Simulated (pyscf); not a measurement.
This saddle point was located with ωB97X-D3(BJ)/def2-SVP in PySCF.

```
O
H 1 0.9733
C 1 1.4570 2 109.80
C 3 1.3068 1 111.44 2 -115.01
H 3 1.0958 4 137.98 1 176.01
H 4 1.0983 3 121.81 5 -0.35
C 1 1.8799 2 108.16 3 -109.48
H 7 1.0886 1 109.75 2 -172.78
H 7 1.0888 8 113.89 1 135.52
H 7 1.0992 8 113.15 9 132.23
```
Charge 0, spin multiplicity 1.

Surface: singlet, charge 0. Lowest wavenumbers (cm⁻¹): 728i, 218, 281, 417, 555.

Q: Name the species on either side of this saddle.

A: `[CH]#[CH]` + `[CH3][OH]` <-> `[CH3][CH]=[CH][OH]`, an addition across a multiple bond or ene-type step read from left to right: C–O broken and C–C, C–O formed. At CCSD(T)/def2-TZVPP + ΔMP2(QZVPP) it lies +3.20 eV from the left side and +5.17 eV from the right (each side as separated species at their lowest minima found). One saddle was located; it need not be the lowest between these sides. The CCSD(T) − MP2 part came from Ansatz, without density fitting, on the same reference. The largest closed-shell T1 diagnostic is 0.033, which may signal static correlation.
